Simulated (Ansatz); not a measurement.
Two isomers of C3H6O2: A = `OCC1CO1`, B = `COC(C)=O`.

Calculated with Ansatz (gas phase, PBE0-D4/def2-TZVP geometries, no zero-point term in ΔE). CCSD(T)/CBS is the MP2 limit (def2-TZVPP, def2-QZVPP) plus CCSD(T) − MP2 in def2-TZVPP, frozen cores. DFT in def2-TZVPP. Each species was taken in one conformer, which may not be the lowest.

Task: Which isomer does CCSD(T)/CBS put lower? Give the gap. (Best estimate.)

Result: Ansatz gave: B, by 38.9 kcal/mol.

Task: Give E(B) − E(A) in kcal/mol with CCSD/def2-TZVPP, PBE-D4, CCSD(T)/def2-TZVPP, ωB97M-V, PBE0-D4, r2SCAN-D4, BLYP-D4. (An estimate is asked.)

Result: The calculation gave: CCSD/def2-TZVPP -39.5, PBE-D4 -39.4, CCSD(T)/def2-TZVPP -39.7, ωB97M-V -39.9, PBE0-D4 -38.5, r2SCAN-D4 -41.4, BLYP-D4 -43.8. None reverses the order clearly.

Task: Does the order hold for the free energy at 298.15 K (harmonic terms from PBE0-D4)? (An estimate is asked.)

Result: Ansatz gave: Yes: G(B) − G(A) = -40.9 kcal/mol, for one conformer each. Modes under 60 cm⁻¹, often nearly free rotors, make the harmonic entropy too high.

Largest T1 diagnostic: 0.014.

From r2SCAN to r2SCAN0 (25 % exact exchange), in def2-TZVPP and without D4, E(B) − E(A) moves by +1.3 kcal/mol. Leaving LDA and LC-ωPBE aside and taking each functional with its dispersion term where it has one, the values, not all of them listed here, spread over 5.3 kcal/mol, from BLYP-D4 to HSE06-D4. LDA lies +1.4 kcal/mol from PBE without D4.
